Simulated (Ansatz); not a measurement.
For cubic perovskite KTaO₃, rVV10 (PAW; Ansatz, a quantum-chemistry and plane-wave program) gives:

- lattice parameter a: 4.032 Å
- cohesive energy: 6.54 eV/atom
- band gap: 2.17 eV
- enthalpy of formation: -2.897 eV/atom

### Question
What does r²SCAN-D4 (PAW; Ansatz) give for the same quantities?

### Answer

- lattice constant a: 3.985 Å (decreases by 1.2 %)
- cohesive energy: 6.45 eV/atom (decreases by 0.09 eV/atom)
- band gap: 2.64 eV (grows by 0.47 eV)
- formation enthalpy: -2.964 eV/atom (moves by -0.067 eV/atom)

For comparison: band gap 3.64 eV (measured, temperature not stated, no zero-point or thermal correction, indirect; as tabulated in Himmetoglu and Janotti (2016), arXiv:1601.06205).

Changes are worked out from the printed values.

Unless a cell is named, each level is at its own relaxed cell (rVV10 13.11, r²SCAN-D4 12.66 Å³/atom).

Levels without +SOC leave out spin–orbit coupling, which shifts energies and cells of such heavy elements.

Levels without +SOC have no spin–orbit coupling; where heavier elements are present it shifts gaps, mostly down, and can invert bands. Density-functional gaps are differences of (generalised) Kohn–Sham levels.

Ansatz's density-functional and Hartree–Fock values are scalar-relativistic unless marked +SOC, with PAW data made under PBE.
